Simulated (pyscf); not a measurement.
Thermochemistry of product channels of H₃C–InH₂ + H atom (H•) on the doublet surface, in kcal/mol, from ωB97M-D3(BJ)/def2-TZVP energies (ideal gas, 1 atm, RRHO with modes under 100 cm⁻¹ raised to 100, one conformer, R ln 2 for rigid chiral ones). Optimised with ωB97X-D3(BJ)/def2-SVP in PySCF.

```csv
products,ΔE,ΔH(298 K),ΔG(900 K),ΔG(1200 K)
[H₃C–InH]• + hydrogen (H₂),-33.2,-31.2,-33.0,-33.1
methane (CH₄) + InH₂•,-45.1,-41.0,-40.6,-39.2
```

These are energies of the channels, which say nothing of barriers. Elements past Kr carry the def2 core potentials, without spin-orbit coupling.
